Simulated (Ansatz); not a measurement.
Relaxation of H9NSi2 (12 atoms, charge 0, multiplicity 1), to a largest force component of 0.03 eV/Å in at most 50 steps.

Method: RKS B3LYP-D4/6-31G* in Ansatz.

```xyz
12
Properties=species:S:1:pos:R:3
Si 0.468 -0.232 -0.462
N -0.281 -0.430 2.456
H -1.281 -0.544 2.603
H 0.001 0.417 2.943
H 0.902 -0.275 -1.894
H 0.795 1.136 0.020
H -1.007 -0.422 -0.485
Si 1.523 -1.845 0.712
H 0.584 -2.869 1.253
H 2.457 -2.582 -0.192
H 2.361 -1.323 1.830
H 0.189 -1.219 2.938
```

Question: Where does it end, and by what steps?

Answer: The run converged. The force dipped under the threshold on the way, but the program's further checks kept it going. After 8 steps the energy has fallen by 0.125 eV; H12 moved furthest, 0.46 Å.

```tsv
step	energy less start (eV)	largest force component (eV/Å)	accepted
0	0.0000	0.808	yes
1	-0.0917	0.487	yes
2	-0.1040	0.341	yes
3	-0.0938	0.887	no
4	-0.1191	0.045	yes
5	-0.1234	0.030	yes
6	-0.1214	0.297	no
7	-0.1245	0.119	yes
8	-0.1250	0.005	yes
```

```xyz
12
Properties=species:S:1:pos:R:3
Si 0.457 -0.232 -0.463
N -0.271 -0.445 2.532
H -1.284 -0.453 2.424
H -0.017 0.491 2.841
H 0.841 -0.162 -1.907
H 0.755 1.105 0.122
H -1.016 -0.452 -0.425
Si 1.615 -1.938 0.645
H 0.690 -2.969 1.192
H 2.539 -2.651 -0.292
H 2.460 -1.407 1.749
H -0.057 -1.075 3.304
```

Time of the run: 31 s on 1 thread of Arm Neoverse V2, with other jobs on the host, peak memory 0.14 GiB.
